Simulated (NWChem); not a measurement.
System: DMSO (C2H6OS); SMILES CS(C)=O

NWChem input:

```
start job
memory heap 200 mb stack 900 mb global 1100 mb
geometry units angstroms noautosym nocenter noautoz
  C      0.821751     1.355139     0.192035
  S     -0.208845     0.000494    -0.442998
  C      0.815102    -1.359108     0.192193
  O     -1.460187     0.003604     0.385430
  H      0.284641     2.283002    -0.046643
  H      1.809545     1.356207    -0.291297
  H      0.904558     1.247703     1.283356
  H      0.898395    -1.251962     1.283505
  H      0.273472    -2.284361    -0.046403
  H      1.802895    -1.365054    -0.291107
end
basis spherical
  * library def2-svpd
end
dft
  xc xpbe96 cpbe96
  iterations 150
end
property
  response 1 0.0
end
task dft property
```

Structure relaxed at the PBE0/def2-SVP level.

Static field.

Problem. Predict the main results of this run. (PBE/def2-SVPD.) Quantities: isotropic polarisability (bohr³); anisotropy (bohr³).

Solution. 
```yaml
isotropic polarisability (bohr³): 55.4
anisotropy (bohr³): 11.6
```
